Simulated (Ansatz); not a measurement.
## A ladder of methods for AlCl2 (SMILES [Cl][Al][Cl])

AlCl2 has 3 atoms, charge 0, and is taken as a doublet. As SMILES, `[Cl][Al][Cl]`. The shape is that of a PBE0-D4/def2-TZVP optimisation.

```csv
atom,x (Å),y (Å),z (Å)
Cl,1.3748,0.8683,0.8387
Al,-0.4321,0.5207,-0.1772
Cl,-0.9536,-1.4538,-0.6747
```

Each level gives the energy change with the Cl1–Al2 bond stretched from 2.102 to 5.255 Å (eV). The values are calculated.

```
            level                    kind  program  value (eV)  less FCI/STO-3G  CPU time (all runs)
    USVWN5/STO-3G                     LDA   Ansatz        3.66            +0.85                8.1 s
     UBLYP/STO-3G                     GGA   Ansatz        3.07            +0.26                 15 s
 U-r2SCAN0/STO-3G         hybrid meta-GGA   Ansatz        3.72            +0.91                 29 s
    UB3LYP/STO-3G           global hybrid   Ansatz        3.31            +0.50                7.5 s
   U-wB97X/STO-3G  range-separated hybrid   Ansatz        3.50            +0.69                 53 s
UCAM-B3LYP/STO-3G  range-separated hybrid   Ansatz        3.49            +0.68                 13 s
   UB2PLYP/STO-3G           double hybrid   Ansatz        3.29            +0.48                8.3 s
  UCCSD(T)/STO-3G   coupled cluster or CI   Ansatz        2.81             0.00                  2 s
       FCI/STO-3G      exact in the basis   Ansatz        2.81             0.00                2.4 s
```

FCI/STO-3G is exact within its basis and frozen core, so for wave-function methods in that basis the difference is their error; functionals converge differently with the basis, so for them it is only a difference. The first shape isn't each level's own minimum. The values span 2.81 to 3.72 eV. All rows use very small basis sets, so even the best lies far from the true value. CPU times are rough (shared hosts, several kinds of processor): they show what a rung costs within a factor of a few.
